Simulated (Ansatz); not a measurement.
`C/C=C/CCl` + H–F → `FCCl` + propene at 500 K and 1 bar (substitution at a C–C bond).

Calculated with Ansatz (gas phase, PBE0-D4/def2-TZVP geometries, no zero-point term in ΔE). CCSD(T)/CBS adds triple-zeta CCSD(T) − MP2 to the extrapolated MP2 energy (def2 sets, frozen cores). This one scheme is used for every species. Each species was taken in one conformer, which may not be the lowest.

| species | CCSD(T)/CBS energy (Eh) | H − E (kJ/mol) | S (J/(mol·K)) |
| --- | --- | --- | --- |
| `C/C=C/CCl` | -616.18613 | 304.8 | 390.6 |
| H–F | -100.39570 | 39.4 | 188.7 |
| `FCCl` | -598.81139 | 104.1 | 292.1 |
| `C=CC` | -117.74610 | 238.4 | 304.6 |

H − E and S are ideal-gas, rigid-rotor, harmonic terms from PBE0-D4/def2-TZVP, for one conformer and one mirror image of each species. 1 Eh = 2625.50 kJ/mol, R = 8.31446 J/(mol·K).

Problem. By hand: ΔE, ΔH, ΔS and ΔG.

Solution. ΔE = (-598.81139) + (-117.74610) − (-616.18613) − (-100.39570) = 0.02434 Eh = 63.9 kJ/mol. Δ(H − E) = 104.1 + 238.4 − 304.8 − 39.4 = -1.7, so ΔH = 62.2 kJ/mol. ΔS = 292.1 + 304.6 − 390.6 − 188.7 = 17.4 J/(mol·K). ΔG = 62.2 − 500 × (17.4)/1000 = 53.5 kJ/mol.

Problem. By hand: the equilibrium constant, and the temperature at which ΔG would vanish if ΔH and ΔS stayed fixed.

Solution. log₁₀ K = −ΔG/(RT ln 10) = -5.6. ΔG = 0 at ΔH/ΔS = 3575 K, far beyond where these terms or the molecules hold.

ΔH outweighs TΔS. A doubt of 5 kJ/mol in ΔE shifts log₁₀ K by 0.5 here. Other conformers and mirror images would add mixing entropy, several J/(mol·K) or more a flexible species. These are equilibria of isolated gas molecules and say nothing of rates. Largest T1 diagnostic: 0.010 (customary marks: 0.02 for closed shells, 0.045 for open ones).
